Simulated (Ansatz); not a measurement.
## [AlH$_{2}$···H···NH], triplet in cc-pVDZ: errors against UCCSDT(Q)

Geometry: a point of a hydrogen-transfer path between rigid fragments, not a stationary point.

```xyz
6

Al   -0.9987    0.0225    0.0000
H    -1.7917    1.3959    0.0000
H    -1.7917   -1.3509    0.0000
H     0.6853    0.0225    0.0000
N     1.9713    0.0225    0.0000
H     2.2403   -0.9817    0.0000
```

Basis cc-pVDZ; Ansatz 0.2.0. Only valence electrons are correlated (noble-gas cores frozen), which leaves 12 electrons in 46 orbitals. R marks a restricted (for open shells ROHF) determinant, U an unrestricted one. Active spaces: pair = (4e, 4o) about the gap.

Full CI isn't at hand for all of this; UCCSDT(Q) serves as the reference, and is uncertain by about the last step of the cluster series. The frozen core follows each run's orbitals, which can shift R against U totals by a few meV.

For open shells CISD is restricted-active-space CI with the open shells as a complete middle space.

* UHF ⟨S²⟩: 2.044
* T1 diagnostic (RCCSD): 0.0261
* largest doubles amplitude (RCCSD): 0.028
* T1 diagnostic (UCCSD): 0.0190

| level | E − E(RHF) (eV) |
| --- | --- |
| UHF | -0.3730 |
| RMP2 | -6.0173 |
| UMP2 | -5.9379 |
| RCCSD | -7.0910 |
| UCCSD | -7.0995 |
| RCCSD(T) | -7.2362 |
| UCCSD(T) | -7.2357 |

Problem. Estimate how far UCCSDT(Q) in cc-pVDZ lies from RCCSD(T). The table doesn't fix it; the size of (T) and the diagnostics are the guide.

Solution. UCCSDT(Q) in cc-pVDZ lies 1.40 mEh below RCCSD(T), which is 26 % of the (T) step (-5.33 mEh). The diagnostics give no warning, yet the rest is a sizeable part of (T).

The other levels:

```tsv
level	E − E(UCCSDT(Q)) (mEh)	share of correlation (%)	wall time
CISD	27.08	89.87	4.5 s
BCCD(T)	1.41	99.47	3.5 s
RCCSDT	0.41	99.85	–
UCCSDT	0.35	99.87	–
RCCSDT(Q)	0.03	99.99	54 s
CASSCF (pair space)	242.16	9.42	–
MRCISD (pair space)	23.30	91.28	–
MRCISD+Q (pair space)	2.44	99.09	3.4 s
```

The correlation energy at UCCSDT(Q), counted from RHF, is -7.274 eV. That run took 47 s on 1 thread of Arm Neoverse V2, shared host.

Times hold each run's SCF and search for its determinant on a shared host, so for small cases they say little of a method's own cost; they ran on 1 thread of Arm Neoverse V2.
